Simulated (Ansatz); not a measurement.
Geometry optimisation, UKS PBE-D4/def2-SVP in Ansatz 0.2.0.

input.yaml

```yaml
crystal:
  periodic: [false, false, false]
  atoms:
    - { symbol: F, position_ang: [-1.19116, -1.57439, 0.64643] }
    - { symbol: C, position_ang: [-0.10929, -1.00459, 0.07284] }
    - { symbol: Al, position_ang: [0.17695, 0.93705, -0.06478] }
    - { symbol: H, position_ang: [0.51432, -1.81253, -0.33485] }
    - { symbol: H, position_ang: [0.79487, 1.50101, -1.36182] }
    - { symbol: H, position_ang: [-0.18569, 1.95346, 1.04218] }
magnetization:
  spin_polarized: true
  initial_magnetization: 1
basis:
  gaussian: { orbitals: def2-SVP }
hamiltonian:
  xc: pbe
  dispersion: d4
relax:
  f_tol: 0.02
  max_steps: 50
```

Command:

```bash
$ ansatz run input.yaml --threads 1 --pin off --max-ram 2048MiB --backend cpu --events-out ev --progress --plain --runs-dir out
```

Where does it end, and by what steps?

It converged. After 6 steps the energy has fallen by 0.190 eV; F1 moved furthest, 0.45 Å.

```
step  energy less start (eV)  largest force component (eV/Å)  accepted
   0                  0.0000                           0.715       yes
   1                 -0.1055                           0.944       yes
   2                 -0.1520                           0.791       yes
   3                 -0.1524                           0.511       yes
   4                 -0.1855                           0.182       yes
   5                 -0.1893                           0.146       yes
   6                 -0.1897                           0.007       yes
```

```xyz
6
Properties=species:S:1:pos:R:3
F -0.904 -1.518 0.990
C -0.133 -0.978 0.028
Al 0.173 0.943 -0.087
H 0.264 -1.778 -0.637
H 1.108 1.430 -1.286
H -0.507 1.902 0.992
```

Whether the end is a true minimum wasn't checked by a vibrational analysis.

The run took 18 s on 1 thread of Arm Neoverse V1, on a shared host, peak memory 0.14 GiB.
